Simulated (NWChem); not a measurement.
System: hydrogen fluoride (HF); SMILES F

Input file for NWChem:

```
start job
memory heap 200 mb stack 900 mb global 1100 mb
geometry units angstroms noautosym nocenter noautoz
  F      0.000000     0.000000     0.093177
  H      0.000000     0.000000    -0.839112
end
basis spherical
  F library 6-31g*
  H library 6-31g*
end
dft
  xc pbe0
  iterations 150
end
tddft
  cis
  nroots 6
  notriplet
end
task tddft energy
```

Output (shortened):

```
             Northwest Computational Chemistry Package (NWChem) 7.3.0
             --------------------------------------------------------

                             Geometry "geometry" -> ""
                             -------------------------

 Output coordinates in angstroms (scale by  1.889725989 to convert to a.u.)

  No.       Tag          Charge          X              Y              Z
 ---- ---------------- ---------- -------------- -------------- --------------
    1 F                    9.0000     0.00000000     0.00000000     0.09317700
    2 H                    1.0000     0.00000000     0.00000000    -0.83911200

 Effective nuclear repulsion energy (a.u.)       5.1084966582

                                 NWChem DFT Module
                                 -----------------

 Summary of "ao basis" -> "ao basis" (spherical)
 ------------------------------------------------------------------------------
       Tag                 Description            Shells   Functions and Types
 ---------------- ------------------------------  ------  ---------------------
 F                           6-31g*                  6       14   3s2p1d
 H                           6-31g*                  2        2   2s

            General Information
            -------------------
          SCF calculation type: DFT
          Wavefunction type:  closed shell.
          No. of atoms     :     2
          No. of electrons :    10
           Alpha electrons :     5
            Beta electrons :     5
          Charge           :     0
          Spin multiplicity:     1
          Use of symmetry is: off; symmetry adaption is: off
          Maximum number of iterations: 150
          AO basis - number of functions:    16
                     number of shells:     8
          Convergence on energy requested:  1.00D-06
          Convergence on density requested:  1.00D-05
          Convergence on gradient requested:  5.00D-04

              XC Information
              --------------
                         PBE0 Method XC Functional
                     Hartree-Fock (Exact) Exchange  0.250
          PerdewBurkeErnzerhof Exchange Functional  0.750
            Perdew 1991 LDA Correlation Functional  1.000 local
           PerdewBurkeErnz. Correlation Functional  1.000 non-local

             Grid Information
             ----------------
          Grid used for XC integration:  medium
          Radial quadrature: Mura-Knowles
          Angular quadrature: Lebedev.
          Tag              B.-S. Rad. Rad. Pts. Rad. Cut. Ang. Pts.
          ---              ---------- --------- --------- ---------
          F                   0.50       49           5.0       434
          H                   0.35       45           4.0       434
          Grid pruning is: on
          Number of quadrature shells:    94
          Spatial weights used:  Erf1

      Superposition of Atomic Density Guess
      -------------------------------------

 Sum of atomic energies:         -99.87056456

      Non-variational initial energy
      ------------------------------

 Total energy =     -99.839454
 1-e energy   =    -149.524559
 2-e energy   =      44.576609
 HOMO         =      -0.632689
 LUMO         =       0.131583

   convergence    iter        energy       DeltaE   RMS-Dens  Diis-err
 ---------------- ----- ----------------- --------- --------- ---------
 d= 0,ls=0.0,diis     1   -100.2934695536 -1.05D+02  2.96D-02  3.06D-01
 d= 0,ls=0.0,diis     2   -100.2994548977 -5.99D-03  1.39D-02  3.12D-01
 d= 0,ls=0.0,diis     3   -100.3230074050 -2.36D-02  1.40D-03  3.68D-03
 d= 0,ls=0.0,diis     4   -100.3232838432 -2.76D-04  1.43D-04  3.38D-05
 d= 0,ls=0.0,diis     5   -100.3232869297 -3.09D-06  6.81D-06  5.56D-08
 d= 0,ls=0.0,diis     6   -100.3232869349 -5.12D-09  7.23D-07  9.03D-10

         Total DFT energy =     -100.323286934852
      One electron energy =     -150.544302183042
           Coulomb energy =       55.881864346808
    Exchange-Corr. energy =      -10.769345756840
 Nuclear repulsion energy =        5.108496658222

 Numeric. integr. density =        9.999999884369

                       DFT Final Molecular Orbital Analysis
                       ------------------------------------

 Vector    3  Occ=2.000000D+00  E=-5.343162D-01
              MO Center=  3.2D-12, -3.6D-12,  2.3D-03, r^2= 5.9D-01
   Bfn.  Coefficient  Atom+Function         Bfn.  Coefficient  Atom+Function
  ----- ------------  ---------------      ----- ------------  ---------------
     5      0.552101  1 F  pz                 9      0.347261  1 F  pz
    15     -0.266925  2 H  s                  6      0.254025  1 F  s
     2      0.146782  1 F  s                 16     -0.128025  2 H  s
     1     -0.067087  1 F  s                 12     -0.031095  1 F  d  0

 Vector    4  Occ=2.000000D+00  E=-3.916595D-01
              MO Center= -3.0D-12,  3.3D-12,  7.7D-02, r^2= 4.3D-01
   Bfn.  Coefficient  Atom+Function         Bfn.  Coefficient  Atom+Function
  ----- ------------  ---------------      ----- ------------  ---------------
     4     -0.488765  1 F  py                 3      0.444482  1 F  px
     8     -0.362140  1 F  py                 7      0.329330  1 F  px

 Vector    5  Occ=2.000000D+00  E=-3.916595D-01
              MO Center=  7.0D-13, -7.2D-13,  7.7D-02, r^2= 4.3D-01
   Bfn.  Coefficient  Atom+Function         Bfn.  Coefficient  Atom+Function
  ----- ------------  ---------------      ----- ------------  ---------------
     3      0.488765  1 F  px                 4      0.444482  1 F  py
     7      0.362140  1 F  px                 8      0.329330  1 F  py

 Vector    6  Occ=0.000000D+00  E= 8.444785D-02
              MO Center= -2.9D-12,  3.3D-12, -9.7D-01, r^2= 1.5D+00
   Bfn.  Coefficient  Atom+Function         Bfn.  Coefficient  Atom+Function
  ----- ------------  ---------------      ----- ------------  ---------------
    16      1.268105  2 H  s                  6     -0.676952  1 F  s
     9      0.438753  1 F  pz                 5      0.319740  1 F  pz
    15      0.180565  2 H  s                  2     -0.114404  1 F  s
     1      0.067076  1 F  s

 Vector    7  Occ=0.000000D+00  E= 8.314341D-01
              MO Center=  2.0D-12, -2.0D-12, -6.7D-01, r^2= 9.3D-01
   Bfn.  Coefficient  Atom+Function         Bfn.  Coefficient  Atom+Function
  ----- ------------  ---------------      ----- ------------  ---------------
    15      1.190114  2 H  s                 16     -0.897987  2 H  s
     5      0.421378  1 F  pz                12      0.174411  1 F  d  0
     9      0.105283  1 F  pz                 2     -0.096868  1 F  s
     6      0.092069  1 F  s

 Vector    8  Occ=0.000000D+00  E= 1.208804D+00
              MO Center=  8.1D-12, -8.9D-12,  7.2D-02, r^2= 8.6D-01
   Bfn.  Coefficient  Atom+Function         Bfn.  Coefficient  Atom+Function
  ----- ------------  ---------------      ----- ------------  ---------------
     8      0.772555  1 F  py                 4     -0.700715  1 F  py
     7     -0.700860  1 F  px                 3      0.635687  1 F  px
    11     -0.038981  1 F  d -1              13     -0.035363  1 F  d  1

     Multipole analysis of the density
     ---------------------------------

     L   x y z        total         alpha         beta         nuclear
     -   - - -        -----         -----         ----         -------
     0   0 0 0     -0.000000     -5.000000     -5.000000     10.000000

     1   1 0 0     -0.000000     -0.000000     -0.000000      0.000000
     1   0 1 0      0.000000      0.000000      0.000000      0.000000
     1   0 0 1     -0.741129     -0.370074     -0.370074     -0.000981

     2   2 0 0     -4.020532     -2.010266     -2.010266      0.000000
     2   1 1 0     -0.000000     -0.000000     -0.000000      0.000000
     2   1 0 1      0.000000      0.000000      0.000000      0.000000
     2   0 2 0     -4.020532     -2.010266     -2.010266      0.000000
     2   0 1 1     -0.000000     -0.000000     -0.000000      0.000000
     2   0 0 2     -2.494247     -2.643850     -2.643850      2.793453

                                NWChem TDDFT Module
                                -------------------

            General Information
            -------------------
           No. of orbitals :      32
            Alpha orbitals :      16
             Beta orbitals :      16
        Alpha frozen cores :       0
         Beta frozen cores :       0
     Alpha frozen virtuals :       0
      Beta frozen virtuals :       0
         Spin multiplicity :       1
    Number of AO functions :      16
        Use of symmetry is : off
      Symmetry adaption is : off
         Schwarz screening :  0.10D-07

              XC Information
              --------------
                  PBE0 Method XC Functional
              Hartree-Fock (Exact) Exchange   0.25
   PerdewBurkeErnzerhof Exchange Functional   0.75
     Perdew 1991 LDA Correlation Functional   1.00 local
    PerdewBurkeErnz. Correlation Functional   1.00 non-local

             TDDFT Information
             -----------------
          Calculation type : Tamm-Dancoff TDDFT
         Wavefunction type : Restricted singlets
          No. of electrons :      10
           Alpha electrons :       5
            Beta electrons :       5
              No. of roots :       6
          Max subspacesize :    5200
            Max iterations :     100
               Target root :       1
           Target symmetry : none
      Symmetry restriction : off
                 Algorithm : Optimal
        Davidson threshold :  0.10D-03

    6 smallest eigenvalue differences (eV)
--------------------------------------------------------
  No. Spin  Occ  Vir  Irrep   E(Occ)    E(Vir)   E(Diff)
--------------------------------------------------------
    1    1    5    6 a        -0.392     0.084    12.956
    2    1    4    6 a        -0.392     0.084    12.956
    3    1    3    6 a        -0.534     0.084    16.837
    4    1    5    7 a        -0.392     0.831    33.282
    5    1    4    7 a        -0.392     0.831    33.282
    6    1    2    6 a        -1.198     0.084    34.887
--------------------------------------------------------

  Entering Davidson iterations
  Restricted singlet excited states

  Iter   NTrls   NConv    DeltaV     DeltaE      Time
  ----  ------  ------  ---------  ---------  ---------
    1      6       0     0.22E+00   0.10+100        0.1
    2     12       0     0.22E-01   0.33E-01        0.1
    3     18       2     0.51E-02   0.70E-03        0.1
    4     22       5     0.39E-03   0.32E-04        0.1
    5     23       6     0.43E-04   0.76E-07        0.1
  ----  ------  ------  ---------  ---------  ---------
  Convergence criterion met

  Ground state a        -100.323286934852 a.u.

  ----------------------------------------------------------------------------
  Root   1 singlet a              0.382494301 a.u.               10.4082 eV
  ----------------------------------------------------------------------------
     Transition Moments    X -0.18471   Y -0.09073   Z  0.00000
     Dipole Oscillator Strength                    0.0107988584
     Electric Quadrupole                           0.0000000017
     Magnetic Dipole                               0.0000002586
     Total Oscillator Strength                     0.0107991188

     Occ.    4  a   ---  Virt.    6  a        0.27753
     Occ.    5  a   ---  Virt.    6  a        0.96000
  ----------------------------------------------------------------------------
  Root   2 singlet a              0.382494301 a.u.               10.4082 eV
  ----------------------------------------------------------------------------
     Transition Moments    X  0.09073   Y -0.18471   Z -0.00000
     Dipole Oscillator Strength                    0.0107988584
     Electric Quadrupole                           0.0000000017
     Magnetic Dipole                               0.0000002586
     Total Oscillator Strength                     0.0107991188

     Occ.    4  a   ---  Virt.    6  a       -0.96000
     Occ.    5  a   ---  Virt.    6  a        0.27753
  ----------------------------------------------------------------------------
  Root   3 singlet a              0.583483011 a.u.               15.8774 eV
  ----------------------------------------------------------------------------
     Transition Moments    X  0.00000   Y -0.00000   Z -0.95692
     Dipole Oscillator Strength                    0.3561922630
     Electric Quadrupole                           0.0000005503
     Magnetic Dipole                               0.0000000000
     Total Oscillator Strength                     0.3561928133

     Occ.    3  a   ---  Virt.    6  a        0.99028
     Occ.    3  a   ---  Virt.    7  a       -0.07155
     Occ.    4  a   ---  Virt.    8  a       -0.07129
     Occ.    5  a   ---  Virt.    9  a        0.07129
  ----------------------------------------------------------------------------
  Root   4 singlet a              1.108225290 a.u.               30.1564 eV
  ----------------------------------------------------------------------------
     Transition Moments    X -0.23761   Y -0.19921   Z -0.00000
     Dipole Oscillator Strength                    0.0710325048
     Electric Quadrupole                           0.0000000395
     Magnetic Dipole                               0.0000006918
     Total Oscillator Strength                     0.0710332361

     Occ.    5  a   ---  Virt.    7  a       -0.99656
  ----------------------------------------------------------------------------
  Root   5 singlet a              1.108225290 a.u.               30.1564 eV
  ----------------------------------------------------------------------------
     Transition Moments    X -0.19921   Y  0.23761   Z  0.00000
     Dipole Oscillator Strength                    0.0710325048
     Electric Quadrupole                           0.0000000395
     Magnetic Dipole                               0.0000006918
     Total Oscillator Strength                     0.0710332361

     Occ.    4  a   ---  Virt.    7  a       -0.99656
  ----------------------------------------------------------------------------
  Root   6 singlet a              1.221323510 a.u.               33.2339 eV
  ----------------------------------------------------------------------------
     Transition Moments    X -0.00000   Y  0.00000   Z -0.19893
     Dipole Oscillator Strength                    0.0322206069
     Electric Quadrupole                           0.0000014964
     Magnetic Dipole                               0.0000000000
     Total Oscillator Strength                     0.0322221033

     Occ.    2  a   ---  Virt.    6  a       -0.98288
     Occ.    4  a   ---  Virt.    8  a       -0.11411
     Occ.    5  a   ---  Virt.    9  a        0.11411

              Target root =      1
          Target symmetry = none
      Ground state energy =   -100.323286934852
        Excitation energy =      0.382494301462
     Excited state energy =    -99.940792633389

  stored tddft:energy   -99.940792633389250
```

Level: PBE0/6-31G* (spherical d), TDA. The geometry was optimised at PBE-D3(BJ)/def2-SVP.
